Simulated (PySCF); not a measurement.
Species: 2,2-difluoroethanol, C₂H₄F₂O.
SMILES with atom numbers: `[OH:1][CH2:2][CH:3]([F:4])[F:5]` (hydrogens: H6 on O1; H7, H8 on C2; H9 on C3)

The geometry is computed with GFN2-xTB (gas phase).

(1) What internal coordinates does the optimisation give?

## Answers

(1) 
```json
{"bond": "O1–C2", "length (bohr)": "2.640"}
{"bond": "C2–C3", "length (bohr)": "2.894"}
{"bond": "C3–F4, C3–F5", "length (bohr)": "2.561"}
{"bond": "O1–H6", "length (bohr)": "1.824"}
{"bond": "C2–H7, C2–H8", "length (bohr)": "2.069"}
{"bond": "C3–H9", "length (bohr)": "2.079"}
```

Bonds in one row agree within 0.02 bohr and their mean is given. A selection of angles:
```json
{"angle": "C2–O1–H6", "degrees": "109.3"}
{"angle": "O1–C2–C3", "degrees": "111.4"}
{"angle": "O1–C2–H7", "degrees": "112.1"}
{"angle": "O1–C2–H8", "degrees": "107.0"}
{"angle": "C3–C2–H7", "degrees": "108.4"}
{"angle": "C3–C2–H8", "degrees": "108.7"}
{"angle": "H7–C2–H8", "degrees": "109.2"}
{"angle": "C2–C3–F4", "degrees": "109.8"}
{"angle": "C2–C3–F5", "degrees": "110.8"}
{"angle": "C2–C3–H9", "degrees": "113.1"}
{"angle": "F4–C3–F5", "degrees": "106.6"}
{"angle": "F4–C3–H9", "degrees": "107.6"}
{"angle": "F5–C3–H9", "degrees": "108.7"}
```

Dihedral angles: O1–C2–C3–F4 69° (synclinal); H6–O1–C2–C3 -63° (synclinal). The mirror-image conformer, all signs reversed, is as good.

Of the pairs four or more bonds apart, F4···H6 is among the closest relative to their van der Waals radii: 2.61 Å, 98 % of the sum of Bondi's values.

Point group: C1 (no symmetry element, even within 0.4 Å). No frequency check. The numbers are those of one conformer (H–O1–C2–C3 -63°, O1–C2–C3–F4 69°).
